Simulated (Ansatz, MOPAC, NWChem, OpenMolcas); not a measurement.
**NF3 (SMILES FN(F)F): the highest harmonic wavenumber at each level's own minimum, rung by rung**

NF3, singlet, SMILES `FN(F)F`. Each level relaxes the structure for itself.

Quantity: the highest harmonic wavenumber at each level's own minimum, in cm⁻¹. The values are calculated.

```json
{"level": "PM3", "kind": "semi-empirical", "program": "MOPAC", "value (cm⁻¹)": "1189"}
{"level": "PM6-D3", "kind": "semi-empirical", "program": "MOPAC", "value (cm⁻¹)": "1213"}
{"level": "PM6-D3H4", "kind": "semi-empirical", "program": "MOPAC", "value (cm⁻¹)": "1213"}
{"level": "PM6-DH+", "kind": "semi-empirical", "program": "MOPAC", "value (cm⁻¹)": "1213"}
{"level": "HF/3-21G", "kind": "Hartree–Fock", "program": "NWChem", "value (cm⁻¹)": "1135"}
{"level": "HF/pcseg-0", "kind": "Hartree–Fock", "program": "OpenMolcas", "value (cm⁻¹)": "1041"}
{"level": "HF/pcseg-1", "kind": "Hartree–Fock", "program": "OpenMolcas", "value (cm⁻¹)": "1212"}
{"level": "HF/aug-pcseg-1", "kind": "Hartree–Fock", "program": "OpenMolcas", "value (cm⁻¹)": "1230"}
{"level": "B3LYP/6-31G* (spherical functions)", "kind": "global hybrid", "program": "NWChem", "value (cm⁻¹)": "1062"}
{"level": "PBE0-D4/def2-TZVP", "kind": "global hybrid", "program": "Ansatz", "value (cm⁻¹)": "1092"}
```

Harmonic and unscaled. The values span 1041 to 1230 cm⁻¹.
